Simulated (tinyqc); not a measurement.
RKS/exchange-only LDA in the sto-3g basis, for H2O, spin multiplicity 1, step by step. One step of it, computed by the program tinyqc.

Task: Iteration 1: building the Kohn-Sham matrix. J_ij = sum D_kl (ij|kl); F = H + J + V_xc; E = tr D H + tr D J / 2 + E_xc + E_nn.

D at the start, order 1O 1s, 1O 2s, 1O 2px, 1O 2py, 1O 2pz, 2H 1s, 3H 1s:
```
[[2.128070, -0.556656, 0.000000, 0.000000, -0.027276, 0.059193, 0.059193],
 [-0.556656, 2.415530, 0.000000, 0.000000, 0.154726, -0.251134, -0.251134],
 [0.000000, 0.000000, 2.000000, 0.000000, 0.000000, 0.000000, 0.000000],
 [0.000000, 0.000000, 0.000000, 2.233052, 0.000000, -0.274904, 0.274904],
 [-0.027276, 0.154726, 0.000000, 0.000000, 2.078205, -0.151761, -0.151761],
 [0.059193, -0.251134, 0.000000, -0.274904, -0.151761, 0.068854, 0.001168],
 [0.059193, -0.251134, 0.000000, 0.274904, -0.151761, 0.001168, 0.068854]]
```

core Hamiltonian H = T + V (hartree), order 1O 1s, 1O 2s, 1O 2px, 1O 2py, 1O 2pz, 2H 1s, 3H 1s:
```
[[-32.516006, -7.564302, 0.000000, 0.000000, -0.010732, -1.036532, -1.036532],
 [-7.564302, -9.141782, 0.000000, 0.000000, -0.132680, -2.527035, -2.527035],
 [0.000000, 0.000000, -7.297405, 0.000000, 0.000000, 0.000000, 0.000000],
 [0.000000, 0.000000, 0.000000, -7.408170, 0.000000, -1.623632, 1.623632],
 [-0.010732, -0.132680, 0.000000, 0.000000, -7.338644, -1.019499, -1.019499],
 [-1.036532, -2.527035, 0.000000, -1.623632, -1.019499, -4.277780, -0.693614],
 [-1.036532, -2.527035, 0.000000, 1.623632, -1.019499, -0.693614, -4.277780]]
```

Two-electron integrals (ij|kl) in chemists' order, unique and non-zero (hartree):
```
(11|11) 4.785065    (21|11) 0.741380    (21|21) 0.136873    (22|11) 1.118947
(22|21) 0.256633    (22|22) 0.817206    (31|31) 0.024477    (32|31) 0.037809
(32|32) 0.180518    (33|11) 1.115814    (33|21) 0.256684    (33|22) 0.817023
(33|33) 0.880159    (41|41) 0.024477    (42|41) 0.037809    (42|42) 0.180518
(43|43) 0.047444    (44|11) 1.115814    (44|21) 0.256684    (44|22) 0.817023
(44|33) 0.785270    (44|44) 0.880159    (51|51) 0.024477    (52|51) 0.037809
(52|52) 0.180518    (53|53) 0.047444    (54|54) 0.047444    (55|11) 1.115814
(55|21) 0.256684    (55|22) 0.817023    (55|33) 0.785270    (55|44) 0.785270
(55|55) 0.880159    (61|11) 0.101846    (61|21) 0.018663    (61|22) 0.034835
(61|33) 0.034767    (61|41) 0.000722    (61|42) 0.001364    (61|44) 0.034919
(61|51) 0.000440    (61|52) 0.000832    (61|54) 0.000093    (61|55) 0.034824
(61|61) 0.002577    (62|11) 0.272963    (62|21) 0.063501    (62|22) 0.227020
(62|33) 0.222986    (62|41) 0.004066    (62|42) 0.032404    (62|44) 0.231640
(62|51) 0.002481    (62|52) 0.019772    (62|54) 0.005280    (62|55) 0.226208
(62|61) 0.008845    (62|62) 0.081217    (63|31) 0.006330    (63|32) 0.037979
(63|43) 0.006552    (63|53) 0.003998    (63|63) 0.010988    (64|11) 0.176993
(64|21) 0.041675    (64|22) 0.159081    (64|33) 0.152042    (64|41) 0.008649
(64|42) 0.059217    (64|44) 0.170852    (64|51) 0.001415    (64|52) 0.012959
(64|54) 0.007480    (64|55) 0.154166    (64|61) 0.006034    (64|62) 0.069209
(64|64) 0.069303    (65|11) 0.107996    (65|21) 0.025429    (65|22) 0.097067
(65|33) 0.092771    (65|41) 0.001415    (65|42) 0.012959    (65|44) 0.096253
(65|51) 0.007193    (65|52) 0.045886    (65|54) 0.008676    (65|55) 0.102063
(65|61) 0.003682    (65|62) 0.042229    (65|64) 0.035582    (65|65) 0.032699
(66|11) 0.443176    (66|21) 0.104741    (66|22) 0.431430    (66|33) 0.414980
(66|41) 0.007936    (66|42) 0.089253    (66|44) 0.450562    (66|51) 0.004842
(66|52) 0.054459    (66|54) 0.021711    (66|55) 0.428228    (66|61) 0.014679
(66|62) 0.203251    (66|64) 0.197724    (66|65) 0.120645    (66|66) 0.774606
(71|11) 0.101846    (71|21) 0.018663    (71|22) 0.034835    (71|33) 0.034767
(71|41) -0.000722   (71|42) -0.001364   (71|44) 0.034919    (71|51) 0.000440
(71|52) 0.000832    (71|54) -0.000093   (71|55) 0.034824    (71|61) 0.002532
(71|62) 0.008524    (71|64) 0.005371    (71|65) 0.003553    (71|66) 0.014029
(71|71) 0.002577    (72|11) 0.272963    (72|21) 0.063501    (72|22) 0.227020
(72|33) 0.222986    (72|41) -0.004066   (72|42) -0.032404   (72|44) 0.231640
(72|51) 0.002481    (72|52) 0.019772    (72|54) -0.005280   (72|55) 0.226208
(72|61) 0.008524    (72|62) 0.062065    (72|64) 0.037217    (72|65) 0.031239
(72|66) 0.122279    (72|71) 0.008845    (72|72) 0.081217    (73|31) 0.006330
(73|32) 0.037979    (73|43) -0.006552   (73|53) 0.003998    (73|63) 0.008003
(73|73) 0.010988    (74|11) -0.176993   (74|21) -0.041675   (74|22) -0.159081
(74|33) -0.152042   (74|41) 0.008649    (74|42) 0.059217    (74|44) -0.170852
(74|51) -0.001415   (74|52) -0.012959   (74|54) 0.007480    (74|55) -0.154166
(74|61) -0.005371   (74|62) -0.037217   (74|64) -0.014878   (74|65) -0.018405
(74|66) -0.068485   (74|71) -0.006034   (74|72) -0.069209   (74|74) 0.069303
(75|11) 0.107996    (75|21) 0.025429    (75|22) 0.097067    (75|33) 0.092771
(75|41) -0.001415   (75|42) -0.012959   (75|44) 0.096253    (75|51) 0.007193
(75|52) 0.045886    (75|54) -0.008676   (75|55) 0.102063    (75|61) 0.003553
(75|62) 0.031239    (75|64) 0.018405    (75|65) 0.023494    (75|66) 0.066644
(75|71) 0.003682    (75|72) 0.042229    (75|74) -0.035582   (75|75) 0.032699
(76|11) 0.069043    (76|21) 0.016197    (76|22) 0.062536    (76|33) 0.061229
(76|44) 0.062706    (76|51) 0.001013    (76|52) 0.009546    (76|55) 0.063605
(76|61) 0.002224    (76|62) 0.021552    (76|64) 0.016103    (76|65) 0.012643
(76|66) 0.055215    (76|71) 0.002224    (76|72) 0.021552    (76|74) -0.016103
(76|75) 0.012643    (76|76) 0.007178    (77|11) 0.443176    (77|21) 0.104741
(77|22) 0.431430    (77|33) 0.414980    (77|41) -0.007936   (77|42) -0.089253
(77|44) 0.450562    (77|51) 0.004842    (77|52) 0.054459    (77|54) -0.021711
(77|55) 0.428228    (77|61) 0.014029    (77|62) 0.122279    (77|64) 0.068485
(77|65) 0.066644    (77|66) 0.262926    (77|71) 0.014679    (77|72) 0.203251
(77|74) -0.197724   (77|75) 0.120645    (77|76) 0.055215    (77|77) 0.774606
```

nuclear repulsion = 7.46980245 hartree

V_xc (hartree), order 1O 1s, 1O 2s, 1O 2px, 1O 2py, 1O 2pz, 2H 1s, 3H 1s:
```
[[-2.835294, -0.409241, 0.000000, 0.000000, -0.000700, -0.056557, -0.056557],
 [-0.409241, -0.771357, 0.000000, 0.000000, -0.000025, -0.178083, -0.178083],
 [0.000000, 0.000000, -0.767876, 0.000000, 0.000000, 0.000000, 0.000000],
 [0.000000, 0.000000, 0.000000, -0.765678, 0.000000, -0.109602, 0.109602],
 [-0.000700, -0.000025, 0.000000, 0.000000, -0.766622, -0.066558, -0.066558],
 [-0.056557, -0.178083, 0.000000, -0.109602, -0.066558, -0.178328, -0.038834],
 [-0.056557, -0.178083, 0.000000, 0.109602, -0.066558, -0.038834, -0.178328]]
```

E_xc = sum of w rho eps_xc = -8.98370430 hartree

Give: Coulomb J; Kohn-Sham matrix F; total energy of this density.

Result:

Coulomb J (hartree), order 1O 1s, 1O 2s, 1O 2px, 1O 2py, 1O 2pz, 2H 1s, 3H 1s:
```
[[18.6535, 3.5591, 0.0000, 0.0000, 0.0027, 0.4856, 0.4856],
 [3.5591, 8.8318, 0.0000, 0.0000, -0.0004, 2.3696, 2.3696],
 [0.0000, 0.0000, 8.8261, 0.0000, 0.0000, 0.0000, 0.0000],
 [0.0000, 0.0000, 0.0000, 8.8217, 0.0000, 1.6280, -1.6280],
 [0.0027, -0.0004, 0.0000, 0.0000, 8.8242, 0.9925, 0.9925],
 [0.4856, 2.3696, 0.0000, 1.6280, 0.9925, 4.3195, 0.6386],
 [0.4856, 2.3696, 0.0000, -1.6280, 0.9925, 0.6386, 4.3195]]
```

Kohn-Sham matrix F (hartree), order 1O 1s, 1O 2s, 1O 2px, 1O 2py, 1O 2pz, 2H 1s, 3H 1s:
```
[[-16.6978, -4.4145, 0.0000, 0.0000, -0.0087, -0.6075, -0.6075],
 [-4.4145, -1.0813, 0.0000, 0.0000, -0.1332, -0.3355, -0.3355],
 [0.0000, 0.0000, 0.7609, 0.0000, 0.0000, 0.0000, 0.0000],
 [0.0000, 0.0000, 0.0000, 0.6479, 0.0000, -0.1052, 0.1052],
 [-0.0087, -0.1332, 0.0000, 0.0000, 0.7189, -0.0935, -0.0935],
 [-0.6075, -0.3355, 0.0000, -0.1052, -0.0935, -0.1366, -0.0938],
 [-0.6075, -0.3355, 0.0000, 0.1052, -0.0935, -0.0938, -0.1366]]
```

total energy of this density = -72.346165 hartree
